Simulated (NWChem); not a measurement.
The numbers come from NWChem runs, not from measurements. System: H₂Si, charge 0, spin multiplicity 1, at a geometry optimised with PBE/def2-SVP. The structure started from a generated list of species. Level: B3LYP/6-311G** (spherical d), VWN1-RPA local correlation.

Job file:

```
start mol
memory heap 200 mb stack 900 mb global 1100 mb
geometry units angstroms nocenter noautoz
  Si     0.000000     0.000000     0.136322
  H      1.100063     0.000000    -0.954257
  H     -1.100063     0.000000    -0.954257
  symmetry group C2v
end
basis spherical
  * library 6-311g**
end
dft
  xc b3lyp
  semidirect memsize 60000000 filesize 0
  iterations 100
end
task dft energy
```

Part of the output:

```
             Northwest Computational Chemistry Package (NWChem) 7.3.0
             --------------------------------------------------------

                                NWChem Input Module
                                -------------------

 Scaling coordinates for geometry "geometry" by  1.889725989
 (inverse scale =  0.529177249)

 Turning off AUTOSYM since
 SYMMETRY directive was detected!

                             Geometry "geometry" -> ""
                             -------------------------

 Output coordinates in angstroms (scale by  1.889725989 to convert to a.u.)

  No.       Tag          Charge          X              Y              Z
 ---- ---------------- ---------- -------------- -------------- --------------
    1 Si                  14.0000     0.00000000     0.00000000     0.13632200
    2 H                    1.0000     1.10006300     0.00000000    -0.95425700
    3 H                    1.0000    -1.10006300     0.00000000    -0.95425700

 Effective nuclear repulsion energy (a.u.)       9.8058239372

            Nuclear Dipole moment (a.u.)
            ----------------------------
        X                 Y               Z
 ---------------- ---------------- ----------------
     0.0000000000     0.0000000000    -0.0000113384

      Symmetry information
      --------------------

 Group name             C2v
 Group number             16
 Group order               4
 No. of unique centers     2

      Symmetry unique atoms

     1    2


 Summary of "ao basis" -> "" (spherical)
 ------------------------------------------------------------------------------
       Tag                 Description            Shells   Functions and Types
 ---------------- ------------------------------  ------  ---------------------
 *                          6-311g**                  on all atoms

                                 NWChem DFT Module
                                 -----------------

 Summary of "ao basis" -> "ao basis" (spherical)
 ------------------------------------------------------------------------------
       Tag                 Description            Shells   Functions and Types
[...]
    27      0.140684  2 H  s                 33     -0.140684  3 H  s
    10     -0.122244  1 Si px                25      0.074892  1 Si d  1

 Vector    8  Occ=2.000000D+00  E=-2.465870D-01  Symmetry=a1
              MO Center=  2.8D-15, -6.0D-16,  3.0D-01, r^2= 2.4D+00
   Bfn.  Coefficient  Atom+Function         Bfn.  Coefficient  Atom+Function
  ----- ------------  ---------------      ----- ------------  ---------------
     6      0.502690  1 Si s                 18      0.335044  1 Si pz
     5      0.292508  1 Si s                 21      0.186537  1 Si pz
    15      0.175920  1 Si pz                 4     -0.165605  1 Si s
    28     -0.163923  2 H  s                 34     -0.163923  3 H  s
    29     -0.149752  2 H  s                 35     -0.149752  3 H  s

 Vector    9  Occ=0.000000D+00  E=-1.224902D-01  Symmetry=b2
              MO Center= -6.1D-16,  3.0D-14,  1.2D-01, r^2= 2.8D+00
   Bfn.  Coefficient  Atom+Function         Bfn.  Coefficient  Atom+Function
  ----- ------------  ---------------      ----- ------------  ---------------
    17      0.477439  1 Si py                20      0.469591  1 Si py
    14      0.208498  1 Si py                11     -0.159928  1 Si py
     8     -0.091921  1 Si py

 Vector   10  Occ=0.000000D+00  E= 2.060145D-02  Symmetry=b1
              MO Center=  3.8D-15, -1.3D-16,  3.2D-01, r^2= 4.4D+00
   Bfn.  Coefficient  Atom+Function         Bfn.  Coefficient  Atom+Function
  ----- ------------  ---------------      ----- ------------  ---------------
    19      1.199327  1 Si px                29     -0.972559  2 H  s
    35      0.972559  3 H  s                 16      0.342437  1 Si px
    28     -0.152149  2 H  s                 34      0.152149  3 H  s
    25     -0.124608  1 Si d  1              13      0.116921  1 Si px
    10     -0.089672  1 Si px                27     -0.087897  2 H  s

 Vector   11  Occ=0.000000D+00  E= 5.268896D-02  Symmetry=a1
              MO Center= -3.3D-15,  1.1D-14,  1.1D-01, r^2= 5.6D+00
   Bfn.  Coefficient  Atom+Function         Bfn.  Coefficient  Atom+Function
  ----- ------------  ---------------      ----- ------------  ---------------
     6      1.696027  1 Si s                 29     -1.472060  2 H  s
    35     -1.472060  3 H  s                 21     -1.320129  1 Si pz
    18     -0.287225  1 Si pz                 5      0.276726  1 Si s
     4     -0.164345  1 Si s                  3     -0.102962  1 Si s
    15     -0.079768  1 Si pz                26     -0.078171  1 Si d  2

 center of mass
 --------------
 x =   0.00000000 y =   0.00000000 z =   0.11910884

 moments of inertia (a.u.)
 ------------------
           7.985705428413           0.000000000000           0.000000000000
           0.000000000000          16.696302196145           0.000000000000
           0.000000000000           0.000000000000           8.710596767732

     Multipole analysis of the density
     ---------------------------------

     L   x y z        total         alpha         beta         nuclear
     -   - - -        -----         -----         ----         -------
     0   0 0 0     -0.000000     -8.000000     -8.000000     16.000000

     1   1 0 0      0.000000      0.000000      0.000000      0.000000
     1   0 1 0     -0.000000     -0.000000     -0.000000      0.000000
     1   0 0 1     -0.018307     -0.009148     -0.009148     -0.000011

     2   2 0 0    -12.250167    -10.446566    -10.446566      8.642966
     2   1 1 0     -0.000000     -0.000000     -0.000000      0.000000
     2   1 0 1     -0.000000     -0.000000     -0.000000      0.000000
     2   0 2 0     -8.997587     -4.498794     -4.498794      0.000000
     2   0 1 1     -0.000000     -0.000000     -0.000000      0.000000
     2   0 0 2    -13.723694    -10.578226    -10.578226      7.432758

 Task  times  cpu:        0.4s     wall:        0.4s

 Total times  cpu:        0.4s     wall:        0.4s
```
